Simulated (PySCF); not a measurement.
First SCF of a structure search on doublet CF₂⁺, at a hand-made bent geometry. PySCF input:

```python
from pyscf import gto, scf, dft
mol = gto.M(atom='''
C      0.000000     0.000000     0.000000
F      1.115800     0.000000     0.781300
F     -1.115800     0.000000     0.781300''',
    basis={'C': 'def2-TZVP', 'F': 'def2-TZVP'},
    charge=1, spin=1)
mf = dft.UKS(mol, xc='PBE0')
mf.grids.atom_grid = (50, 194)
aux = {'C': 'def2-universal-JKFIT', 'F': 'def2-universal-JKFIT'}
mf = mf.density_fit(auxbasis=aux)
mf.conv_tol = 1e-08
mf.diis_space = 10
mf.max_cycle = 60
mf.init_guess = 'minao'
mf.verbose = 4
mf.kernel()
```

Excerpt of the output (cycles alone):

```
init E= -237.712653971088
cycle= 1 E= -236.926497197757  delta_E= 0.786  |g|= 0.608  |ddm|= 1.06
cycle= 2 E= -236.219114943547  delta_E= 0.707  |g|= 1.61  |ddm|= 1.04
cycle= 3 E= -237.108719477512  delta_E= -0.89  |g|= 0.115  |ddm|= 0.629
cycle= 4 E= -237.11275838837  delta_E= -0.00404  |g|= 0.0257  |ddm|= 0.0629
cycle= 5 E= -237.113027591359  delta_E= -0.000269  |g|= 0.00382  |ddm|= 0.0187
cycle= 6 E= -237.113046313974  delta_E= -1.87e-05  |g|= 0.00205  |ddm|= 0.00574
cycle= 7 E= -237.113050009047  delta_E= -3.7e-06  |g|= 0.000559  |ddm|= 0.00219
cycle= 8 E= -237.113050706716  delta_E= -6.98e-07  |g|= 0.000165  |ddm|= 0.00127
cycle= 9 E= -237.113050761734  delta_E= -5.5e-08  |g|= 4.32e-05  |ddm|= 0.000357
cycle= 10 E= -237.113050765206  delta_E= -3.47e-09  |g|= 1.23e-05  |ddm|= 8.31e-05
Extra cycle  E= -237.113050765459  delta_E= -2.53e-10  |g|= 5.78e-06  |ddm|= 1.55e-05
converged SCF energy = -237.113050765459  <S^2> = 0.75590505  2S+1 = 2.0058964
```

No lower solution of this spin was found by a stability analysis within the unrestricted form.

The search for the lowest solution, with the stability check, took 3.2 s on 4 threads of a shared Arm Neoverse N1 host, with 93 basis functions; the process peaked at 0.32 GiB. Launch command: `OMP_NUM_THREADS=4 python axn.py task.json out`.
